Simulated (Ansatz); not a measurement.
I need an active-space calculation of CH4OSi, SMILES CO[SiH]. Use the Python package of Ansatz (0.2.0). Use: SC-NEVPT2, def2-SVP basis, multiplicity 1.

```yaml
atoms:
  - { symbol: C, position_ang: [-0.5086, 0.3650, -0.3765] }
  - { symbol: O, position_ang: [-0.5671, -0.7822, 0.3866] }
  - { symbol: Si, position_ang: [0.7711, -1.1811, 1.2330] }
  - { symbol: H, position_ang: [-1.4643, 0.5230, -0.8656] }
  - { symbol: H, position_ang: [0.1994, 0.3540, -1.1994] }
  - { symbol: H, position_ang: [-0.3912, 1.3086, 0.2381] }
  - { symbol: H, position_ang: [2.0218, -0.6554, 0.5381] }
```

Script `cas_ch4osi.py`:
```python
"""Static correlation in CH4OSi: natural occupations of an active space."""

import ansatz as az

GEOMETRY = """
C    -0.50860    0.36500   -0.37650
O    -0.56710   -0.78220    0.38660
Si    0.77110   -1.18110    1.23300
H    -1.46430    0.52300   -0.86560
H     0.19940    0.35400   -1.19940
H    -0.39120    1.30860    0.23810
H     2.02180   -0.65540    0.53810
"""

ch4osi = az.Crystal.molecule()
for line in GEOMETRY.strip().splitlines():
    symbol, *xyz = line.split()
    ch4osi = ch4osi.atom(symbol, [float(v) for v in xyz])

base = ch4osi.calculation()
base = base.basis(gaussian="def2-SVP")
base = base.correlation(active_electrons=4, active_orbitals=4)
for method in ["sc_nevpt2"]:
    rep = (base if method is None else base.correlation(method)).run(threads=1).report
    space = rep["configurations"]
    state = space["states"][0]
    print(method or "casscf", f"total {rep['free_energy_ev'] / 27.211386246:.6f} Ha, active-space state {state['energy']['hartree']:.6f} Ha, mean field {rep['reference_energy_ev'] / 27.211386246:.6f} Ha")
    print("  determinants", state["n_determinants"], " natural occupations", [round(n, 3) for n in space["natural_occupations"]])
print("effectively unpaired electrons, sum of min(n, 2 - n):", round(sum(min(n, 2 - n) for n in space["natural_occupations"]), 3))
```

`python cas_ch4osi.py` gives:
```text
RunWarning: the results are in doubt because another end's mean lies 0.402 eV lower, and its corrected mean 0.386 eV higher
sc_nevpt2 total -404.175957 Ha, active-space state -403.799664 Ha, mean field -403.765725 Ha
  determinants 36  natural occupations [1.981, 1.914, 0.084, 0.02]
effectively unpaired electrons, sum of min(n, 2 - n): 0.209
```
(Warnings from the package without file and line.)

Reading the output:
- These settings explore the input space; basis and method may be short of convergence.
- The geometry is a force-field or estimated start, not a minimum of this method, and the basis set is short of its limit. The active space starts as a window about the frontier orbitals and is then optimised, not chosen by chemistry.
- A lower CASSCF solution was found and passed over, so the printed active-space state isn't the lowest.
- Hardware and time: 5.5 s on 1 thread of Arm Neoverse V2 (shared host), peak memory 0.18 GiB.

(Lines on the test bed's own set-up are left out of the output.)
